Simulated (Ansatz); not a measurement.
Relaxation of ClFH2 (4 atoms, charge 0, multiplicity 1), to a largest force component of 0.02 eV/Å in at most 40 steps.

Theory: UKS r2SCAN/def2-mTZVP (Ansatz 0.2.0).

```xyz
4
Properties=species:S:1:pos:R:3:forces:R:3
F -0.233 -0.083 -1.107 -0.04 0.01 -0.23
H -0.321 0.076 -2.023 0.03 -0.02 0.25
Cl 0.424 0.084 2.180 0.16 0.08 0.70
H 0.130 -0.076 0.950 -0.16 -0.07 -0.71
```

**Question.** Where does it end, and by what steps?

**Answer.** The forces met the threshold. After 14 steps the energy has fallen by 0.043 eV; H2 moved furthest, 0.53 Å.

| step | energy less start (eV) | largest force component (eV/Å) | accepted |
| --- | --- | --- | --- |
| 0 | 0.0000 | 0.712 | yes |
| 1 | -0.0116 | 0.366 | yes |
| 2 | 0.0310 | 1.876 | no |
| 3 | -0.0190 | 0.579 | yes |
| 4 | -0.0308 | 0.113 | yes |
| 5 | -0.0325 | 0.106 | yes |
| 6 | -0.0332 | 0.164 | yes |
| 7 | -0.0390 | 0.035 | yes |
| 8 | -0.0006 | 1.489 | no |
| 9 | -0.0410 | 0.081 | yes |
| 10 | -0.0412 | 0.090 | yes |
| 11 | -0.0286 | 0.892 | no |
| 12 | -0.0424 | 0.122 | yes |
| 13 | -0.0428 | 0.079 | yes |
| 14 | -0.0430 | 0.005 | yes |

```xyz
4
Properties=species:S:1:pos:R:3
F -0.381 -0.393 -1.115
H -0.121 0.347 -1.617
Cl 0.463 0.262 1.933
H 0.039 -0.215 0.798
```

The run took 32 s on 1 CPU thread of a shared host.
